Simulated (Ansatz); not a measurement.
# H3S+ (triplet): the correlation ladder, def2-TZVPP

The task here is to estimate one member of a computed series from the others.

The runs use Ansatz 0.2.0, Gaussian basis; def2-TZVPP, core rule «outside noble gas», up to 5 orbitals frozen.

Plan: UHF; ROHF; CCSD(T) on UHF.

2 further runs of the same task are left out: 2 set aside as unsound or not needed.

### What is computed

The geometry is a PBE0/def2-TZVP stationary point (not a proven minimum) of the parent state, kept for this charge and spin.

4 atoms, charge 1, spin multiplicity 3.

Atoms are counted from 1 here; the program's logs count them from 0.

Bond lengths: S1–H2 1.357 Å, S1–H3 1.357 Å, S1–H4 1.357 Å. Angles: H2–S1–H3 94.1°, H2–S1–H4 94.1°, H3–S1–H4 94.1°.

The first run:

File in.yaml:

```yaml
crystal:
  periodic: [false, false, false]
  atoms:
    - {symbol: S, position_ang: [0.000369, 0.000007, -0.062458]}
    - {symbol: H, position_ang: [1.143423, 0.012160, 0.669098]}
    - {symbol: H, position_ang: [-0.588179, 0.987461, 0.658956]}
    - {symbol: H, position_ang: [-0.566998, -0.999827, 0.658874]}
basis:
  gaussian: {orbitals: def2-TZVPP}
total_charge: 1
magnetization: {spin_polarized: true, initial_magnetization: 2}
hamiltonian: {xc: hf}
output: {orbitals: {seedname: orbitals}}
```

The run is started by

```
$ ansatz run in.yaml --threads 1 --pin off --events-out ev --progress --plain --max-ram 4096MiB --backend cpu
```

Steps of the session up to this table: UHF; ROHF; CCSD(T) on UHF.

One of the session's tables, all rows but one given; the rest of the session is left out.

| method | from UCCSD(T) (kcal/mol) |
| --- | --- |
| ROHF | +129.00 |
| UHF | +123.88 |
| UMP2 | ? |
| UCCSD | +4.07 |
| UCCSD(T) | 0 |

Estimate the missing values for UMP2.

The run gave: from UCCSD(T) (kcal/mol): +23.03. In the column «from UCCSD(T) (kcal/mol)» it lies between UCCSD (+4.07) and UHF (+123.88).
